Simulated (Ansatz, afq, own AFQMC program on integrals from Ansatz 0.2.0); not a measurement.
Two steps: Ansatz 0.2.0 writes the Fock matrix and Cholesky factors of the valence space, and afq projects on them the lowest state that overlaps trial and start.

```yaml
crystal:
  periodic: [false, false, false]
  atoms:
    - {symbol: Si, position_ang: [0.000000, -0.066010, 1.277710]}
    - {symbol: Al, position_ang: [0.000000, 0.014356, -1.367591]}
    - {symbol: H, position_ang: [0.000000, 1.455013, 1.006599]}
basis:
  gaussian: {orbitals: cc-pVDZ}
total_charge: 1
magnetization: {spin_polarized: true, initial_magnetization: 1}
correlation: {method: ccsd_t, electrons: outside_noble_gas, hamiltonian_folder: ham}
```

```sh
$ ansatz run in.yaml --threads 1 --pin off --events-out ev --progress --plain --max-ram 24576MiB --backend cuda --devices 0, --max-vram 18GiB
```

afq runs on the folder ham with

```
--method free --trial cisd --walkers 20 --time-step 0.05 --max-blocks 120 --target-error 0.00064 --factor-cut 1e-05 --seed 4178 --times 0,0.5,1,2 --taylor-order 1
```

Times are imaginary, in 1/Eh. The walk had a cap of 60 s.

```
orbitals 31  electrons 4 3  factors 223 of 411
reference energy -531.11593057 Eh
CCSD correlation -0.13347222 Eh in 14 cycles, weight of the determinant in the CISD state 0.8669
repeat  energy at the last time / Eh  error
    10  -531.249919  0.000669
    20  -531.250658  0.000482
    30  -531.250795  0.000373
time / (1/Eh)  energy / Eh  error  mean overlap
  0.00  -531.249156  0.000145  1.1515
  0.50  -531.251158  0.000231  6.7086
  1.00  -531.250954  0.000351  40.7185
  2.00  -531.250830  0.000369  1427.9290
energy -531.250830 +/- 0.000369 Eh
```

The run passed its tests (error under three times the target), which doesn't prove that it has relaxed.

Against this walk (error 10.1 meV) on the same determinant: CCSD(T) 62.0 meV lower, CCSDT(Q) 97.1 meV lower, CCSDTQ 97.9 meV lower, full CI 98.1 meV lower. The error is statistical, and a free projection of finite length keeps a remainder of its start.

A setting was made bad on purpose (series of the exponential too short), so the walk's energy isn't to be trusted.

Cautions: remainder of the start not in the error; the determinant is a saddle point among determinants of its kind; unrestricted determinant slightly spin contaminated (⟨S²⟩ 0.82 against 0.75); so few walkers bias the energy; the time-step error isn't removed.

CCSDT and higher add their correlation energy to the determinant of the CCSD(T) run, since their own runs factorise the integrals more tightly (a shift of under 2 meV). A walk keeps the symmetry of its determinant, which the program's search chose and which needn't be the lowest solution, so a lower state of the same spin and another symmetry isn't excluded.
